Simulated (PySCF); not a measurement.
SiH$_{4}$O, closed shell: at a first-order saddle point.

run.py

```python
import json, numpy as np
from pyscf import gto, scf, dft, mp, cc
EV, BOHR = 27.211386245988, 0.529177210903
mol = gto.M(atom="""
Si -0.507044 0.442850 -0.471880
H 1.081285 0.153543 -0.692252
O 0.986550 -0.191227 0.512211
H -1.465371 -0.707646 -0.387487
H -1.104289 1.456682 0.452604
H 1.008869 -1.154201 0.586804
""", basis="def2-tzvpp", charge=0, spin=0, max_memory=7225, verbose=0)
def mean_field(mol, dm=None):
    mf = dft.RKS(mol, xc="wb97m-v").density_fit()
    mf.conv_tol = 1e-9; mf.grids.level = 4
    mf.kernel(dm0=dm)
    if not mf.converged: mf = mf.newton().run(mf.mo_coeff, mf.mo_occ)
    assert mf.converged
    return mf
def d4(mol):
    return 0.0, np.zeros((6, 3))
def energy_and_gradient(mol, dm=None):
    mf = mean_field(mol, dm); e, g = d4(mol)
    return mf, (mf.e_tot + e) * EV, (mf.nuc_grad_method().kernel()[:6] + g) * EV / BOHR
out = {}
mf = mean_field(mol); e = d4(mol)[0]
out.update(energy=(mf.e_tot + e) * EV, converged=True, dispersion=e * EV)
out['s2'] = mf.spin_square()[0]; out['nelec'] = mol.nelec
print(f"Total energy {out['energy']:.6f} eV, <S^2> {out['s2']:.4f}")
json.dump(out, open("out.json", "w"), default=float)
```

Command:

```bash
OMP_NUM_THREADS=4 python run.py
```

It printed (PySCF 2.14):

```
Total energy -9986.941100 eV, <S^2> 0.0000
```

Time: 2.6 min of wall clock on 4 CPU threads of a Oxide Virtual Turin-like; the host was shared. Peak host memory: 0.73 GiB.
